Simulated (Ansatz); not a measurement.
# Which is lower?

Two relaxed structures of Al₂H₄O, singlet (PBE0-D4/def2-TZVP; forces vanish, vibrations not checked).

A:

O1  (-1.432, -1.258, -0.717)
Al2  (-0.568, 0.211, -0.683)
Al3  (1.311, 0.347, 1.108)
H4  (-2.145, -1.423, -1.333)
H5  (-1.001, 1.327, -1.741)
H6  (1.629, -0.859, 2.098)
H7  (2.208, 1.656, 1.268)
(Å)

B:

```xyz
7
angstrom
O -0.0063 0.1387 -0.7980
Al -1.3707 -0.8464 -0.0540
Al 0.6900 0.1107 0.9816
H -2.4664 -1.2183 -1.1619
H 0.2727 0.5098 -1.6396
H 2.0012 -0.7816 1.0758
H 0.6297 1.5512 1.6491
```

Computed with Ansatz 0.2.0 (basis: def2-TZVPP); correlated methods freeze the cores. B3LYP uses VWN-RPA correlation.

Question: Which structure is lower at CCSD(T), and by how much? (Judge from chemistry; the value comes from the calculation.)

Answer: The calculation gives: B, by 0.050 eV (electronic energy, against the other). By their contacts, A is Al₂H₄O ([OH][AlH][AlH2]) and B is Al₂H₄O ([OH]1[AlH][AlH2]1).

Question: Do the other methods give the same order? (A judgement: the text doesn't fix the answer.)

Answer: Computed: Not all: HF gives the other order.

| method | E(B) − E(A) (eV) |
| --- | --- |
| PBE-D4 | -0.134 |
| r2SCAN-D4 | -0.149 |
| PBE0-D4 | -0.103 |
| B3LYP-D4 | -0.070 |
| wB97M-V | -0.170 |
| HF | 0.130 |
| MP2 | -0.047 |
| CCSD | -0.020 |
| CCSD(T) | -0.050 |

No T1 diagnostic of these runs exceeds 0.013.

Labels in which every atom is bracketed show which atoms are joined, not bond orders.

For scale, one of the runs: CCSD(T)/def2-TZVPP, 171 basis functions, launched by `ansatz run in.yaml --threads 2 --pin off --events-out ev --progress --plain --max-ram 4352MiB`. The run took 26 s on 2 CPU threads of an Intel Xeon Platinum 8175M (shared host), with 1.3 GiB of host memory at its peak.
